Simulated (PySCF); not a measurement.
Which level of theory gave which numbers?

Compound: fluoromethylsilane, CH₅FSi.
Geometry (PBE0-D3(BJ)/def2-SVP, Å), atoms numbered from 1 in this order:
```xyz
8
CH5FSi angstrom
C      1.0078    0.0827    0.0351
Si    -0.8454   -0.1560   -0.0537
F     -1.5448    1.3042   -0.2494
H      1.4272   -0.2930    0.9800
H      1.5246   -0.4195   -0.7962
H      1.2310    1.1593   -0.0312
H     -1.3971   -0.7463    1.1999
H     -1.2470   -0.9983   -1.2173
```

The closed-shell ground state was solved 3 times with PySCF (density fitting, gas phase), always with PBE0, in these basis sets: def2-SVP, def2-TZVP and pcSseg-1.

```tsv
row	total energy (Eh)	HOMO (eV)	LUMO (eV)	dipole (D)
P	-430.2149	-9.31	0.55	1.92
Q	-430.0362	-9.21	0.82	1.84
R	-430.3141	-9.25	0.28	1.84
```

Task: Which basis belongs to which row?

Result: P = pcSseg-1, Q = def2-SVP, R = def2-TZVP. From the lowest total energy up: def2-TZVP (129 functions) 0 eV; pcSseg-1 (83 functions) +2.70 eV; def2-SVP (71 functions) +7.56 eV.
